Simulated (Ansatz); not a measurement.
nitrous oxide (SMILES N#[N+][O-]) moved off its minimum; all values from Ansatz (a first-principles code), cores frozen in correlated methods.
(charge 0, multiplicity 1)
```xyz
3

N      0.0855    -0.1280    -1.1340
N      0.0542     0.0161    -0.1734
O     -0.0079    -0.0774     1.0992
```

Forces at HF/def2-TZVPP (eV/Å):

| atom | Fx | Fy | Fz |
|---|---|---|---|
| N1 | 0.930 | -2.677 | -25.909 |
| N2 | -1.151 | 1.534 | 29.049 |
| O3 | 0.220 | 1.143 | -3.140 |

**Question.** Give the forces (eV/Å), the total energy and the dipole at CCSD(T)/aug-cc-pVTZ.

**Answer.** 
| atom | Fx | Fy | Fz |
|---|---|---|---|
| N1 | 1.151 | -3.811 | -32.885 |
| N2 | -1.352 | 2.756 | 35.734 |
| O3 | 0.201 | 1.055 | -2.849 |
Energy -184.3304 hartree, dipole 1.29 D.
